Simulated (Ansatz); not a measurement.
Barrier CH3Cl2, charge -1 via CH3Cl2, on the benchmark's geometries as Psi4's copy gives them; open shells unrestricted, no zero-point energy, no spin–orbit coupling.
Transition structure (charge -1, multiplicity 1):
```xyz
6

Cl     2.32258    -0.00013     0.00014
C     -0.00009     0.00049    -0.00051
H      0.00008    -0.74429    -0.76760
H     -0.00032    -0.29144     1.02802
H      0.00008     1.03722    -0.26196
Cl    -2.32254    -0.00013     0.00013
```

Cores are frozen in the correlated methods. MP2 and its Hartree–Fock in aug-cc-pV(Q+d)Z are density fitted.

The values were computed with Ansatz (a quantum-chemistry and plane-wave program) with Gaussian orbitals. Each number belongs to the level named beside it.

The barrier height is − E(CH3Cl2) + E(TS). Total energies (hartree):

| level | CH3Cl2 | TS |
|---|---|---|
| HF/aug-cc-pV(T+d)Z | -958.7369228 | -958.7107260 |
| MP2/aug-cc-pV(T+d)Z | -959.3296029 | -959.3064512 |
| HF/aug-cc-pV(Q+d)Z | -958.7453013 | -958.7186765 |
| MP2/aug-cc-pV(Q+d)Z | -959.3831890 | -959.3595176 |
| CCSD(T)/aug-cc-pV(T+d)Z | -959.4017757 | -959.3811497 |

Problem. Work out the barrier height at the basis-set limit: extrapolate the MP2 correlation part as X⁻³, take Hartree–Fock from the larger set, and add the CCSD(T) − MP2 difference of aug-cc-pV(T+d)Z.

Solution. 
1. Differences (1 hartree = 627.509 kcal/mol): HF/aug-cc-pV(T+d)Z 16.439; MP2/aug-cc-pV(T+d)Z 14.528; HF/aug-cc-pV(Q+d)Z 16.707; MP2/aug-cc-pV(Q+d)Z 14.854; CCSD(T)/aug-cc-pV(T+d)Z 12.943.
2. Correlation parts, MP2 less HF: -1.911 in aug-cc-pV(T+d)Z (X = 3), -1.853 in aug-cc-pV(Q+d)Z (X = 4).
3. Limit (4³·(-1.853) − 3³·(-1.911))/(4³ − 3³) = -1.811; with HF/aug-cc-pV(Q+d)Z it gives 14.896.
4. CCSD(T) less MP2 in aug-cc-pV(T+d)Z: -1.585.
Result: 13.31 kcal/mol, against 14.53 at MP2/aug-cc-pV(T+d)Z. It is an estimate of this method's limit, not of the exact value.
